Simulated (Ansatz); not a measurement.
## [AlH4]− (SMILES [AlH4-]): the energy, rung by rung

The species is [AlH4]− (5 atoms), meant as a singlet with charge -1. SMILES: `[AlH4-]`. The shape comes from GFN2-xTB, which is rough for such elements, and wasn't checked as a minimum.

```tsv
atom	x (Å)	y (Å)	z (Å)
Al	0.0000	0.0001	-0.0011
H	1.4435	-0.5043	0.5564
H	-1.1830	-0.6045	0.9391
H	-0.2038	-0.5171	-1.5307
H	-0.0567	1.6259	0.0362
```

Each level gives the energy change with the Al1–H2 bond stretched from 1.628 to 2.441 Å (eV). The values are calculated.

```tsv
level	kind	program	value (eV)	less FCI/3-21G	CPU time (all runs)
SVWN5/3-21G (restricted)	LDA	Ansatz	1.20	+0.10	1.1 s
revPBE/3-21G (restricted)	GGA	Ansatz	1.11	+0.01	1.7 s
r2SCAN/3-21G (restricted)	meta-GGA	Ansatz	1.23	+0.13	3.8 s
BHLYP/3-21G (restricted)	global hybrid	Ansatz	1.34	+0.24	1.8 s
CAM-B3LYP/3-21G (restricted)	range-separated hybrid	Ansatz	1.32	+0.22	2.2 s
wB97M-V/3-21G (restricted)	range-separated hybrid	Ansatz	1.31	+0.21	25 s
RPA@PBE/3-21G (restricted)	RPA	Ansatz	1.05	-0.05	2.5 s
BCCD(T)/3-21G (restricted)	coupled cluster or CI	Ansatz	1.10	0.00	0.39 s
CCSD(T)/3-21G (restricted)	coupled cluster or CI	Ansatz	1.10	0.00	0.32 s
FCI/3-21G	exact in the basis	Ansatz	1.10	0.00	22 s
```

FCI/3-21G is exact within its basis and frozen core, so for wave-function methods in that basis the difference is their error; functionals converge differently with the basis, so for them it is only a difference. Sets without diffuse functions describe the anion poorly. The first shape isn't each level's own minimum. The values span 1.05 to 1.34 eV. All rows use very small basis sets, so none should be taken for the real molecule's value. CPU times are rough (shared hosts, several kinds of processor): they show what a rung costs within a factor of a few.
